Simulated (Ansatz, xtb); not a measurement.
**Isomers of C4H11N+ in order of energy**

4 gas-phase structures of C4H11N+, from a drawn sample of its isomers (lower ones may exist). Each was relaxed with GFN2-xTB; where two conformers were screened, the lower at r2SCAN-D4/def2-SVP is listed:

A. the doublet with the links of `CC(C)(C)[NH2+]`
B. the doublet with the links of `CC[C@H](C)[NH2+]`
C. the doublet with the links of `C[NH+]C(C)C`
D. the doublet with the links of `CC[N+](C)C`

Question: Which do you expect lowest at r2SCAN-D4/def2-SVP, and how would the others follow?

Answer: Calculated order at r2SCAN-D4/def2-SVP: D (0.0), C (10.3), A (31.2), B (36.1) kJ/mol.

Energies above the lowest of each column, in kJ/mol; the last columns are at PBE0-D3(BJ)/def2-SVP geometries and were run for some of them only (a dash: not run or not comparable):

```json
{"structure": "D", "GFN2-xTB": "0.0", "HF/STO-3G": "0.0", "r2SCAN-D4/def2-SVP": "0.0", "PBE0-D3(BJ)/def2-SVP": "0.0", "PBE0-D4/def2-TZVP": "0.0"}
{"structure": "C", "GFN2-xTB": "37.2", "HF/STO-3G": "25.6", "r2SCAN-D4/def2-SVP": "10.3", "PBE0-D3(BJ)/def2-SVP": "10.4", "PBE0-D4/def2-TZVP": "9.1"}
{"structure": "A", "GFN2-xTB": "72.9", "HF/STO-3G": "72.0", "r2SCAN-D4/def2-SVP": "31.2", "PBE0-D3(BJ)/def2-SVP": "–", "PBE0-D4/def2-TZVP": "–"}
{"structure": "B", "GFN2-xTB": "75.2", "HF/STO-3G": "88.1", "r2SCAN-D4/def2-SVP": "36.1", "PBE0-D3(BJ)/def2-SVP": "–", "PBE0-D4/def2-TZVP": "–"}
```

Every level run on D puts it lowest or level with the lowest. Some further structures that were screened fall inside this span and aren't listed. Flexible structures stand in one conformer each, not always the lowest. Frequencies (GFN2-xTB) were run for C, D alone. Open shells are spin-unrestricted.

Over these structures GFN2-xTB departs from r2SCAN-D4/def2-SVP by 13.5 kJ/mol on average once a common shift is removed. A GFN2-xTB relaxation took about 0.34 s and the r2SCAN-D4/def2-SVP energy about 9.6 s on a shared host (Ansatz 0.2.0, xtb 6.7.1).
